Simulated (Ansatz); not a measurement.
# C3H6N2O: a ladder of functionals and wavefunction methods

How much do the methods differ for C3H6N2O? The plan is to run it at one geometry with functionals of several rungs and with coupled cluster. The yardstick is the atomisation energy at the CCSD(T) limit.

Method: functionals in def2-TZVPP, the program's frozen cores in correlated methods; program: Ansatz 0.2.0, Gaussian basis.

The runs, in order: PBE-D4, r2SCAN-D4, PBE0-D4, B3LYP-D4, ωB97X-V, ωB97M-V, B2PLYP; CCSD(T)/def2-TZVPP; MP2/def2-QZVPP; extrapolation to the limit.

## 1. Structure used throughout

All runs share one geometry, relaxed beforehand with PBE0-D4 in a triple-zeta def2 set.

SMILES `CNC1(O)C=N1`, 12 atoms, charge 0, spin multiplicity 1.

Atoms are counted from 1 here; the program's logs count them from 0.

Bond lengths: C1–N2 1.454 Å, C1–H7 1.093 Å, C1–H8 1.091 Å, C1–H9 1.097 Å, N2–C3 1.404 Å, N2–H10 1.014 Å, C3–O4 1.396 Å, C3–C5 1.431 Å, C3–N6 1.485 Å, O4–H11 0.962 Å, C5–N6 1.261 Å, C5–H12 1.085 Å. Angles: N2–C1–H7 109.2°, N2–C1–H8 109.0°, N2–C1–H9 114.0°, H7–C1–H8 107.6°, H7–C1–H9 108.2°, H8–C1–H9 108.7°, C1–N2–C3 114.3°, C1–N2–H10 110.7°, C3–N2–H10 109.1°, N2–C3–O4 112.5°, N2–C3–C5 122.4°, N2–C3–N6 119.2°, O4–C3–C5 121.4°, O4–C3–N6 116.3°, C5–C3–N6 51.2°, C3–O4–H11 108.8°, C3–C5–N6 66.6°, C3–C5–H12 155.4° and more.

## 2. PBE-D4 (GGA)

Input file in.yaml:

```yaml
crystal:
  periodic: [false, false, false]
  atoms:
    - {symbol: C, position_ang: [0.614145, -1.495578, -0.370243]}
    - {symbol: N, position_ang: [0.843813, -0.281036, 0.394525]}
    - {symbol: C, position_ang: [-0.199416, 0.655033, 0.318301]}
    - {symbol: O, position_ang: [-1.347746, 0.230398, 0.988210]}
    - {symbol: C, position_ang: [-0.258937, 1.653777, -0.704525]}
    - {symbol: N, position_ang: [0.118342, 2.102571, 0.412097]}
    - {symbol: H, position_ang: [0.519362, -1.240677, -1.428492]}
    - {symbol: H, position_ang: [1.480653, -2.150350, -0.265796]}
    - {symbol: H, position_ang: [-0.284074, -2.049253, -0.069150]}
    - {symbol: H, position_ang: [1.022802, -0.499780, 1.367875]}
    - {symbol: H, position_ang: [-1.946205, 0.977261, 1.082845]}
    - {symbol: H, position_ang: [-0.485638, 2.042433, -1.691647]}
basis:
  gaussian: {orbitals: def2-TZVPP}
hamiltonian: {xc: pbe, dispersion: d4}
output: {forces: true, orbitals: {seedname: orbitals}}
```

The run is started by

```
ansatz run in.yaml --threads 4 --pin off --events-out ev --progress --plain --max-ram 10444MiB
```

After this run come: r2SCAN-D4 (meta-GGA); PBE0-D4 (hybrid); B3LYP-D4 (hybrid); ωB97X-V (range-separated); ωB97M-V (range-separated); B2PLYP (double hybrid); CCSD(T) in def2-TZVPP; MP2 in def2-QZVPP.

**Question.** What will the summary of the whole plan be? Wanted: atomisation energy, CCSD(T)/CBS; farthest; mean size of error, hybrid; mean size of error, range-separated; gap, smallest and largest; T1 diagnostic; triples share of the correlation energy.

**Answer**, as computed:

```
                               quantity                                 value
        atomisation energy, CCSD(T)/CBS                       1132.3 kcal/mol
functionals within 5.7 kcal/mol (0.5 %)                   r2SCAN-D4, B3LYP-D4
                               farthest               PBE-D4 (+50.6 kcal/mol)
             mean size of error, hybrid                          9.0 kcal/mol
    mean size of error, range-separated                          8.5 kcal/mol
              gap, smallest and largest  3.62 eV (PBE-D4), 11.09 eV (ωB97X-V)
                          T1 diagnostic                                0.0114
triples share of the correlation energy                                 4.3 %
```

PBE-D4 is off by +50.6 kcal/mol. Double hybrids carry the basis error of their MP2 part in triple zeta, and no dispersion term here, so their miss is partly the set-up's. The reference freezes the cores and leaves out relativity and excitations past (T), so misses under about 5.7 kcal/mol can't be ranked. Hartree-Fock recovers 66 % of the binding; the rest is correlation. Orbital gaps span 3.6 to 11.1 eV; exact exchange widens them.
